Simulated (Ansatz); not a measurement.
## Ansatz (development build ahead of 0.2.0) run

```yaml
crystal:
  periodic: [false, false, false]
  atoms:
    - { symbol: S, position_ang: [0.0, 0.0, -0.96339] }
    - { symbol: S, position_ang: [0.0, 0.0, 0.96339] }
basis:
  gaussian: { orbitals: "6-31G" }
magnetization:
  initial_magnetization: 2
hamiltonian:
  xc: hf
correlation:
  method: bccd_t
  frozen_orbitals: { S: 5 }
```

The input is written out in the form of the current development build from the run's settings. Correlation on restricted open-shell orbitals is semicanonical, with singles.

The run gave:

```
Converged                               : yes
Reference energy (starting determinant) : -794.93664 hartree
Correlation energy                      : -0.11891 hartree
Total energy                            : -795.05555 hartree
```
